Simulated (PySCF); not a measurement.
Species: C6H8.
SMILES with atom numbers: `[CH2:1]=[CH:2][C@H:3]1[C@H:4]2[CH2:5][C@@H:6]12` (hydrogens: H7, H8 on C1; H9 on C2; H10 on C3; H11 on C4; H12, H13 on C5; H14 on C6)

Computed geometry: GFN2-xTB, gas phase.

Problem. List the bond lengths, angles and torsions at this level.

Solution. 
| bond | length (Å) | order |
| --- | --- | --- |
| C1=C2 | 1.323 | double |
| C2–C3 | 1.474 | single |
| C3–C4, C3–C6 | 1.507 | single |
| C4–C5, C5–C6 | 1.495 | single |
| C4–C6 | 1.483 | single |
| C1–H7 | 1.076 | single |
| C1–H8 | 1.078 | single |
| C2–H9 | 1.080 | single |
| C3–H10 | 1.089 | single |
| C4–H11, C6–H14 | 1.070 | single |
| C5–H12 | 1.081 | single |
| C5–H13 | 1.084 | single |

Bonds in one row agree within 0.01 Å and their mean is given. Orders are formal, as drawn. A selection of angles:
| angle | degrees |
| --- | --- |
| C2–C1–H7 | 122.0 |
| C2–C1–H8 | 121.8 |
| H7–C1–H8 | 116.2 |
| C1–C2–C3 | 122.9 |
| C1–C2–H9 | 119.6 |
| C3–C2–H9 | 117.5 |
| C2–C3–C4 | 123.7 |
| C2–C3–H10 | 111.8 |
| C4–C3–C6 | 59.0 |
| C4–C3–H10 | 114.6 |
| C3–C4–C5 | 98.3 |
| C3–C4–C6 | 60.5 |
| C3–C4–H11 | 130.4 |
| C5–C4–C6 | 60.3 |
| C5–C4–H11 | 131.0 |
| C6–C4–H11 | 134.3 |
| C4–C5–C6 | 59.5 |
| C4–C5–H12 | 120.6 |
| C4–C5–H13 | 116.8 |
| H12–C5–H13 | 112.8 |

Torsions: C1–C2–C3–C4 144° (anticlinal); C2–C3–C4–C5 63° (synclinal); C3–C4–C5–C6 49° (synclinal); C4–C5–C6–C3 -49° (synclinal); C2–C3–C6–C5 -63° (synclinal); C3–C4–C6–C5 -121° (anticlinal).

The 7 C–C bonds span 1.323 Å (C1=C2, drawn double) to 1.507 Å (C3–C6, drawn single), a spread of 0.184 Å. The 3-membered ring C3–C4–C6 has internal angles of 59.0° to 60.5°. Of the pairs four or more bonds apart, H9···H12 is among the closest relative to their van der Waals radii: 2.07 Å, 86 % of the sum of Bondi's values. The 3-membered ring C4–C5–C6 has internal angles of 59.5° to 60.3°.

Point group: Cs (every atom within 0.08 Å of its image). No GFN2-xTB frequencies stand behind this structure, so it isn't proved a minimum. The numbers are those of one conformer.
